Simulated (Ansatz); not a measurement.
Nudged elastic band run: CH₄BO

The input (input.yaml):

```yaml
crystal:
  periodic: [false, false, false]
  atoms:
    - { symbol: C, position_ang: [-0.720658, 0.395309, -0.333514] }
    - { symbol: B, position_ang: [0.564941, -0.482869, -0.238234] }
    - { symbol: O, position_ang: [1.30286, -0.605675, 0.865183] }
    - { symbol: H, position_ang: [-1.588917, -0.243794, -0.527836] }
    - { symbol: H, position_ang: [-0.654557, 1.091324, -1.175277] }
    - { symbol: H, position_ang: [-0.899347, 0.961828, 0.587974] }
    - { symbol: H, position_ang: [2.056977, -1.184122, 0.775903] }
magnetization:
  spin_polarized: true
  initial_magnetization: 1
basis:
  gaussian: { orbitals: def2-SVP }
hamiltonian:
  xc: { name: BHLYP }
  dispersion: d4
neb:
  order_check: false
  images: 5
  f_tol: 0.03
  max_iterations: 60
  final_atoms:
    - { symbol: C, position_ang: [-0.69741155, 0.46106314, -0.29407018] }
    - { symbol: B, position_ang: [0.75813052, 0.08627576, 0.12369304] }
    - { symbol: O, position_ang: [1.12600706, -1.12863461, 0.53070025] }
    - { symbol: H, position_ang: [-1.353613, -0.41655432, -0.32697371] }
    - { symbol: H, position_ang: [-0.71176331, 0.9576827, -1.26875236] }
    - { symbol: H, position_ang: [-1.1082061, 1.17899069, 0.42466782] }
    - { symbol: H, position_ang: [2.04815538, -1.20682236, 0.76493414] }
  initial_path:
    images:
      - { positions_ang: [[-0.720658, 0.395309, -0.333514], [0.564941, -0.482869, -0.238234], [1.30286, -0.605675, 0.865183], [-1.588917, -0.243794, -0.527836], [-0.654557, 1.091324, -1.175277], [-0.899347, 0.961828, 0.587974], [2.056977, -1.184122, 0.775903]] }
      - { positions_ang: [[-0.70999008, 0.3992252, -0.33189672], [0.62211291, -0.36703951, -0.2424324], [1.23316271, -0.72437691, 0.86664956], [-1.52198856, -0.28708842, -0.4740179], [-0.71088394, 1.08011458, -1.21120705], [-0.90562306, 1.01464173, 0.57244395], [2.05450902, -1.18347566, 0.77465957]] }
      - { positions_ang: [[-0.69932217, 0.40314139, -0.33027945], [0.67928482, -0.25121003, -0.2466308], [1.16346542, -0.84307882, 0.86811612], [-1.45506012, -0.33038284, -0.4201998], [-0.76721087, 1.06890516, -1.2471371], [-0.91189911, 1.06745546, 0.55691389], [2.05204104, -1.18282932, 0.77341614]] }
      - { positions_ang: [[-0.68865425, 0.40705759, -0.32866217], [0.73645673, -0.13538054, -0.2508292], [1.09376813, -0.96178072, 0.86958267], [-1.38813168, -0.37367726, -0.3663817], [-0.82353781, 1.05769574, -1.28306715], [-0.91817517, 1.12026918, 0.54138384], [2.04957305, -1.18218298, 0.7721727]] }
      - { positions_ang: [[-0.69157335, 0.42505944, -0.31713151], [0.74368133, -0.06149511, -0.12598845], [1.10451444, -1.01739869, 0.75662187], [-1.37662545, -0.38796962, -0.3532457], [-0.78627964, 1.02435806, -1.27829555], [-0.98151881, 1.13984302, 0.5024785], [2.0491005, -1.19039611, 0.76975985]] }
      - { positions_ang: [[-0.69449245, 0.44306129, -0.30560085], [0.75090592, 0.01239033, -0.00114771], [1.11526075, -1.07301665, 0.64366106], [-1.36511922, -0.40226197, -0.34010971], [-0.74902147, 0.99102038, -1.27352396], [-1.04486246, 1.15941686, 0.46357316], [2.04862794, -1.19860923, 0.76734699]] }
      - { positions_ang: [[-0.69741155, 0.46106314, -0.29407018], [0.75813052, 0.08627576, 0.12369304], [1.12600706, -1.12863461, 0.53070025], [-1.353613, -0.41655432, -0.32697371], [-0.71176331, 0.9576827, -1.26875236], [-1.1082061, 1.17899069, 0.42466782], [2.04815538, -1.20682236, 0.76493414]] }
```

Run as:

```bash
$ ansatz run input.yaml --threads 1 --pin off --max-ram 2048MiB --backend cpu --events-out ev --progress --plain --runs-dir out
```

Output, in part (warnings, iteration lines, the closing report on the highest movable image, with atoms numbered from 0):

```
NEB end point (image 0): max|allowed force component| = 6.956e-3 eV/Å (the criterion of neb.relax_end_points is 1.000e-2)
NEB end point (image 6): max|allowed force component| = 7.697e-3 eV/Å (the criterion of neb.relax_end_points is 1.000e-2)
NEB iter   1: max|band force component| = 4.092e0 eV/Å  barrier→ = 0.4506 eV  barrier← = 0.4506 eV  Δτ_max = 0.0646 Å  (205 SCF iters)
NEB iter   2: max|band force component| = 1.654e0 eV/Å  barrier→ = 0.0809 eV  barrier← = 0.0808 eV  Δτ_max = 0.0785 Å  (180 SCF iters)
NEB iter   3: max|band force component| = 5.817e-1 eV/Å  barrier→ = 0.0296 eV  barrier← = 0.0295 eV  Δτ_max = 0.0563 Å  (178 SCF iters)
NEB iter   4: max|band force component| = 1.524e-1 eV/Å  barrier→ = 0.0133 eV  barrier← = 0.0132 eV  CI = image 3  Δτ_max = 0.0098 Å  (176 SCF iters)
NEB iter   5: max|band force component| = 1.042e-1 eV/Å  barrier→ = 0.0117 eV  barrier← = 0.0117 eV  CI = image 3  Δτ_max = 0.0184 Å  (148 SCF iters)
NEB iter   6: max|band force component| = 4.096e-2 eV/Å  barrier→ = 0.0105 eV  barrier← = 0.0104 eV  CI = image 3  Δτ_max = 0.0046 Å  (144 SCF iters)
NEB iter   7: max|band force component| = 6.422e-3 eV/Å  barrier→ = 0.0105 eV  barrier← = 0.0104 eV  CI = image 3  Δτ_max = 0.0000 Å  (294 SCF iters)
Total energy: -3820.22300032 eV, -140.3906058215 hartree
Atom 0 at    -0.684355     0.447391    -0.355240 Å, force     0.000690    -0.002672    -0.002107 eV/Å
Atom 1 at     0.751242    -0.149136    -0.211822 Å, force     0.000739    -0.000839     0.006105 eV/Å
Atom 2 at     1.119058    -0.905800     0.823501 Å, force    -0.000843     0.005047    -0.003995 eV/Å
Atom 3 at    -1.414717    -0.371514    -0.359175 Å, force    -0.000290     0.002153    -0.000962 eV/Å
Atom 4 at    -0.829035     1.046633    -1.255080 Å, force     0.000041    -0.002103     0.001520 eV/Å
Atom 5 at    -0.904993     1.071439     0.519835 Å, force     0.001500    -0.000888     0.000764 eV/Å
Atom 6 at     2.024100    -1.207012     0.792180 Å, force    -0.001836    -0.000698    -0.001327 eV/Å
Dipole moment:     0.145287    -0.085517     0.056489 e Å
```

It converged. A vibrational analysis at the climbing image gives one clearly imaginary mode, 108i cm⁻¹: a first-order saddle point.

Final band (atoms are numbered from 1 in the order of the input):

```
image  path coordinate (Å)  energy (eV)  dihedral H4–C1–B2–O3 (°)
    0                 0.00        0.000                      -116
    1                 0.22        0.001                       -99
    2                 0.44        0.006                       -79
    3                 0.66        0.010                       -59
    4                 0.87        0.007                       -39
    5                 1.09        0.002                       -22
    6                 1.30        0.000                        -7
```

The run took 2.5 min on 1 thread of Arm Neoverse N1 (shared host), peak memory 0.13 GiB.
